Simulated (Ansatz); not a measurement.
## C2H4Mg: where a starting geometry ends

The starting geometry of this gas-phase singlet was optimised with GFN2-xTB.

```xyz
7

C    -0.4824    0.4685    0.8841
C    -0.7317   -0.1872   -0.2872
Mg   -0.4627   -2.5383   -0.3035
H    -1.7664   -0.2936   -0.6079
H    -0.0092   -0.0905   -1.0957
H     0.5141    0.7888    1.1449
H    -1.2488    0.5843    1.6345
```

Task: Where would you expect an optimisation with PBE0-D3(BJ)/pcseg-1 to take it?

Result: It falls apart into C2H4 + Mg. Contacts that open: C2–Mg3 (2.37 → 3.70 Å).

The energy falls by 0.55 eV over 15 steps:

| step | E − E(last) (eV) |
| --- | --- |
| 1 | 0.546 |
| 3 | 0.121 |
| 4 | 0.037 |
| 6 | 0.005 |
| 7 | 0.002 |
| 9 | 0.000 |
| 10 | 0.000 |
| 12 | 0.000 |
| 13 | 0.000 |
| 15 | 0.000 |

Final geometry (Å):

```xyz
7

C    -0.4883    0.5504    0.8970
C    -0.7908    0.1872   -0.3444
Mg   -0.3475   -3.4889   -0.2846
H    -1.8111   -0.0653   -0.6352
H    -0.0344    0.1410   -1.1285
H     0.5311    0.8070    1.1858
H    -1.2460    0.6007    1.6792
```

The end wasn't checked by frequencies. Run with Ansatz 0.2.0, 11 s on 1 thread of Intel(R) Xeon(R) 6975P-C (Granite Rapids), on a shared host.
